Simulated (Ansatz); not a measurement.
**C2H5FO: basis-set convergence**

The task here is to estimate one member of a computed series from the others.

The runs use Ansatz 0.2.0, Gaussian basis; one geometry, several basis sets.

Levels to be run: PBE0-D4/def2-SVP; ωB97M-V/def2-SVP; PBE0-D4/def2-QZVPP; ωB97M-V/def2-QZVPP; the functionals' def2-TZVPP values are taken from earlier runs.

## The relaxed structure

An earlier PBE0-D4 in a triple-zeta def2 set relaxation fixed the geometry.

SMILES `CC(O)F`, 9 atoms, charge 0, spin multiplicity 1.

Atoms are counted from 1 here; the program's logs count them from 0.

Bond lengths: C1–C2 1.500 Å, C1–H5 1.091 Å, C1–H6 1.091 Å, C1–H7 1.090 Å, C2–O3 1.377 Å, C2–F4 1.391 Å, C2–H8 1.098 Å, O3–H9 0.962 Å. Angles: C2–C1–H5 109.3°, C2–C1–H6 110.0°, C2–C1–H7 110.0°, H5–C1–H6 109.0°, H5–C1–H7 109.3°, H6–C1–H7 109.2°, C1–C2–O3 109.2°, C1–C2–F4 109.1°, C1–C2–H8 112.4°, O3–C2–F4 109.4°, O3–C2–H8 111.6°, F4–C2–H8 105.0°, C2–O3–H9 108.9°.

Set-up of the first run:

The input, in.yaml:

```yaml
crystal:
  periodic: [false, false, false]
  atoms:
    - {symbol: C, position_ang: [-0.778179, -0.039085, -0.658619]}
    - {symbol: C, position_ang: [0.454061, 0.177441, 0.167961]}
    - {symbol: O, position_ang: [0.346275, -0.538946, 1.338456]}
    - {symbol: F, position_ang: [1.563941, -0.266038, -0.543630]}
    - {symbol: H, position_ang: [-0.913780, -1.107929, -0.830544]}
    - {symbol: H, position_ang: [-1.651584, 0.350226, -0.134208]}
    - {symbol: H, position_ang: [-0.678976, 0.470708, -1.616887]}
    - {symbol: H, position_ang: [0.646882, 1.241330, 0.360785]}
    - {symbol: H, position_ang: [1.099859, -0.334006, 1.899687]}
basis:
  gaussian: {orbitals: def2-SVP}
hamiltonian: {xc: pbe0, dispersion: d4}
output: {orbitals: {seedname: orbitals}}
```

On the command line:

```console
$ ansatz run in.yaml --threads 2 --pin off --events-out ev --progress --plain --max-ram 4352MiB
```

Steps of the session up to this table: PBE0-D4 in def2-SVP; ωB97M-V in def2-SVP; PBE0-D4 in def2-QZVPP; ωB97M-V in def2-QZVPP.

One of the session's tables, all rows but one given; the rest of the session is left out.

| functional | basis | HOMO (eV) | LUMO (eV) |
| --- | --- | --- | --- |
| PBE0-D4 | def2-SVP | -8.66 | 1.71 |
| PBE0-D4 | def2-TZVPP | -8.89 | 1.04 |
| PBE0-D4 | def2-QZVPP | -8.95 | 0.56 |
| ωB97M-V | def2-SVP | ? | ? |
| ωB97M-V | def2-TZVPP | -11.35 | 2.46 |
| ωB97M-V | def2-QZVPP | -11.41 | 1.72 |

Q: Estimate the row for ωB97M-V, def2-SVP from the others.

As computed: HOMO (eV): -11.11; LUMO (eV): 3.36. In the column «HOMO (eV)» it lies between ωB97M-V, def2-TZVPP (-11.35) and PBE0-D4, def2-QZVPP (-8.95).
